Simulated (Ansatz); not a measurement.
# Ga2S3 (Cc, No. 9)

Computed with r²SCAN+rVV10 in Ansatz (PAW).

Numerical settings: plane-wave cutoff 560 eV, 6×6×6 k mesh, Fermi–Dirac smearing 0.01 eV, scalar-relativistic PAW data made under PBE.

Cell: relaxed at this level.

```
Quantity             Value
--------  ----------------
band gap  2.34 eV (direct)
```

Spin–orbit coupling is not included.

Cost on a shared machine: roughly 9 core-minutes.

Ansatz is an electronic-structure program.
